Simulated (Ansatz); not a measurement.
A calculation with Ansatz (development build ahead of 0.2.0).

```yaml
crystal:
  periodic: [false, false, false]
  atoms:
    - { symbol: H, position_ang: [-0.04755, 0.01257, -0.01578] }
    - { symbol: O, position_ang: [1.17536, 0.08387, 0.05522] }
    - { symbol: O, position_ang: [-1.14491, -0.0494, 0.04892] }
    - { symbol: H, position_ang: [1.61056, 0.76458, 0.50362] }
    - { symbol: H, position_ang: [-1.57759, -0.81124, 0.4307] }
    - { symbol: H, position_ang: [1.68824, -0.23826, -0.70344] }
    - { symbol: H, position_ang: [-1.782, 0.24619, -0.70753] }
basis:
  gaussian: { orbitals: "6-31G" }
total_charge: 1
hamiltonian:
  xc: hf
```

The input is written out in the form of the current development build from the run's settings.

Output:

```
Converged                       : yes
Total energy                    : -152.31382 hartree
Spin squared of the determinant : 0.000
```
